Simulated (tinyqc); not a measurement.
Born-Oppenheimer dynamics on the unrestricted LDA (VWN5)/sto-6g surface (energies and gradients from PySCF), for NH, spin multiplicity 3, step by step. Computed by tinyqc, a small Python program that keeps every step (integrals from PySCF). Settings: charge = 0, multiplicity = 3, basis = sto-6g, functional = lda,vwn, time step (fs) = 0.2, steps = 16. Command: `OMP_NUM_THREADS=1 python tinyqc.py 30429 30430 out.jsonl` (the two numbers bound the seeds that draw the settings). One thread of a shared host (Intel(R) Xeon(R) Processor @ 2.60GHz), about 6 s of CPU time with the checks.

## Velocity Verlet step 1

positions (bohr):
```
         x       y       z
1N  0.0000  0.0000  0.0000
2H  0.0000  0.0000  2.0730
```

velocities (bohr per atomic time unit):
```
             x           y           z
1N   0.0000277  -0.0000951   0.0000031
2H  -0.0003843   0.0013209  -0.0000429
```

gradient (hartree/bohr):
```
           x         y          z
1N  0.000000  0.000000   0.016693
2H  0.000000  0.000000  -0.016693
```

masses (electron masses): 1N 25526.0424, 2H 1837.1526

gradient after step 1 (hartree/bohr):
```
            x          y          z
1N  -0.000027   0.000094   0.016698
2H   0.000027  -0.000094  -0.016697
```

dt = 0.2 fs = 8.2683 atomic units; x' = x + v dt - g dt^2 / (2m); after the new gradient g', v' = v - (g + g') dt / (2m).

positions after step 1 (bohr):
```
          x        y       z
1N   0.0002  -0.0008  0.0000
2H  -0.0032   0.0109  2.0730
```

velocities after step 1 (bohr per atomic time unit):
```
             x           y           z
1N   0.0000277  -0.0000951  -0.0000023
2H  -0.0003844   0.0013211   0.0000322
```

## Velocity Verlet step 2

gradient after step 2 (hartree/bohr):
```
            x          y          z
1N  -0.000054   0.000185   0.016410
2H   0.000054  -0.000185  -0.016410
```

As before.

positions after step 2 (bohr):
```
          x        y       z
1N   0.0005  -0.0016  0.0000
2H  -0.0064   0.0218  2.0736
```

velocities after step 2 (bohr per atomic time unit):
```
             x           y           z
1N   0.0000277  -0.0000951  -0.0000077
2H  -0.0003846   0.0013218   0.0001067
```

## Energy conservation

The total energy should stay constant up to terms of order dt^2; the step counts as short enough if it moves by less than 2 % of the largest kinetic energy.

Trajectory:

| time (fs) | 1N-2H (angstrom) | potential (hartree) | kinetic (hartree) | total (hartree) |
|---|---|---|---|---|
| 0.0000 | 1.0970 | -54.538851 | 0.001865 | -54.536985 |
| 0.2000 | 1.0970 | -54.538851 | 0.001865 | -54.536985 |
| 0.4000 | 1.0974 | -54.538863 | 0.001877 | -54.536985 |
| 0.6000 | 1.0981 | -54.538886 | 0.001901 | -54.536986 |
| 0.8000 | 1.0993 | -54.538919 | 0.001934 | -54.536986 |
| 1.0000 | 1.1008 | -54.538960 | 0.001974 | -54.536986 |
| 1.2000 | 1.1026 | -54.539006 | 0.002020 | -54.536986 |
| 1.4000 | 1.1047 | -54.539053 | 0.002067 | -54.536986 |
| 1.6000 | 1.1071 | -54.539099 | 0.002113 | -54.536986 |
| 1.8000 | 1.1098 | -54.539141 | 0.002154 | -54.536987 |
| 2.0000 | 1.1126 | -54.539176 | 0.002189 | -54.536987 |
| 2.2000 | 1.1156 | -54.539201 | 0.002214 | -54.536987 |
| 2.4000 | 1.1187 | -54.539215 | 0.002228 | -54.536987 |
| 2.6000 | 1.1218 | -54.539218 | 0.002231 | -54.536987 |
| 2.8000 | 1.1250 | -54.539208 | 0.002221 | -54.536987 |
| 3.0000 | 1.1282 | -54.539185 | 0.002198 | -54.536987 |
| 3.2000 | 1.1312 | -54.539152 | 0.002165 | -54.536987 |

The total energy moves within 1.6e-06 hartree, under 2 % of the largest kinetic energy.
